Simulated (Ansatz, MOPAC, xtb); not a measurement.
Barrier height from H2 + O to the transition structure H2O, without zero-point energy, on the benchmark's geometries as Psi4's copy of the set gives them.
Transition structure (charge 0, multiplicity 3):
| atom | x (Å) | y (Å) | z (Å) |
|---|---|---|---|
| H | 0.0000 | 0.0000 | -0.8603 |
| O | 0.0000 | 0.0000 | 0.3290 |
| H | 0.0000 | 0.0000 | -1.7719 |
Reactant (charge 0, multiplicity 1):
```xyz
2

H      0.000     0.000     0.000
H      0.742     0.000     0.000
```

Open shells are unrestricted; no spin–orbit coupling.

The state that PM7 reach isn't checked; PM7 holds dispersion and hydrogen-bond terms.

Programs: Ansatz (a program for electronic structure) with Gaussian orbitals; MOPAC for PM7 (differences of heats of formation); xtb for the GFN methods. Each number belongs to the level named beside it. The GFN methods have no spin term and hold the electronic entropy of 300 K.

Task: One of these levels gives 11.98 kcal/mol for the barrier height. Which one is it?
A. GFN2-xTB
B. SVWN5/def2-TZVPPD
C. HF/aug-cc-pVDZ
D. PM7

Result: D, PM7. The others give -39.10 (GFN2-xTB), 31.49 (HF/aug-cc-pVDZ), -12.98 (SVWN5/def2-TZVPPD)
